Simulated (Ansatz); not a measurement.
**AlPH4+ (doublet): from Hartree-Fock to the top rungs, cc-pVTZ**

An exercise on one series of results from a longer session: the logs are not shown, and one member is left open.

Computed with Ansatz 0.2.0, Gaussian basis. Level: cc-pVTZ, core rule «outside noble gas», up to 10 orbitals frozen.

The runs, in order: UHF; CCSD(T) on ROHF; CCSD(T) on UHF; BCCD(T) on ROHF; CCSDT(Q) on ROHF; CCSDT(Q) on UHF.

1 further run of the same task is left out (set aside as unsound or not needed).

## The geometry

The geometry is a PBE0/def2-TZVP stationary point (not a proven minimum) of the parent state, kept for this charge and spin.

6 atoms, charge 1, spin multiplicity 2.

Atoms are counted from 1 here; the program's logs count them from 0.

Bond lengths: Al1–P2 2.322 Å, Al1–H3 1.586 Å, Al1–H4 1.586 Å, P2–H5 1.420 Å, P2–H6 1.420 Å. Angles: P2–Al1–H3 119.4°, P2–Al1–H4 119.4°, H3–Al1–H4 120.9°, Al1–P2–H5 94.0°, Al1–P2–H6 94.0°, H5–P2–H6 95.1°.

Set-up of the first run:

Input file in.yaml:

```yaml
crystal:
  periodic: [false, false, false]
  atoms:
    - {symbol: Al, position_ang: [-0.037782, 0.000000, 1.213636]}
    - {symbol: P, position_ang: [0.089997, 0.000000, -1.105232]}
    - {symbol: H, position_ang: [-0.021055, -1.380168, 1.995550]}
    - {symbol: H, position_ang: [-0.021055, 1.380168, 1.995550]}
    - {symbol: H, position_ang: [-0.856043, -1.048281, -1.257693]}
    - {symbol: H, position_ang: [-0.856043, 1.048281, -1.257693]}
basis:
  gaussian: {orbitals: cc-pVTZ}
total_charge: 1
magnetization: {spin_polarized: true, initial_magnetization: 1}
hamiltonian: {xc: hf}
output: {orbitals: {seedname: orbitals}}
```

The run is started by

```console
ansatz run in.yaml --threads 1 --pin off --events-out ev --progress --plain --max-ram 2560MiB --backend cpu
```

Steps of the session up to this table: UHF; CCSD(T) on ROHF; CCSD(T) on UHF; BCCD(T) on ROHF; CCSDT(Q) on ROHF; CCSDT(Q) on UHF.

One of the session's tables, all rows but one given; the rest of the session is left out.

```
   method  from UCCSDT(Q) (kJ/mol)
     ROHF                   +691.1
      UHF                        ?
     RMP2                   +138.0
     UMP2                   +138.6
    RCCSD                    +25.9
    UCCSD                    +25.4
 RCCSD(T)                     +4.7
 UCCSD(T)                     +4.7
  BCCD(T)                     +4.6
   RCCSDT                     +1.0
   UCCSDT                     +0.9
RCCSDT(Q)                     +0.1
UCCSDT(Q)                        0
```

Q: Estimate the row for UHF from the others.

**Answer.** from UCCSDT(Q) (kJ/mol): +677.5. In the column «from UCCSDT(Q) (kJ/mol)» it lies between UMP2 (+138.6) and ROHF (+691.1).

Limits of these values: Restricted and unrestricted rows rest on different reference determinants; where their highest levels disagree by more than a few hundredths of an eV, they describe different states and don't form one ladder.
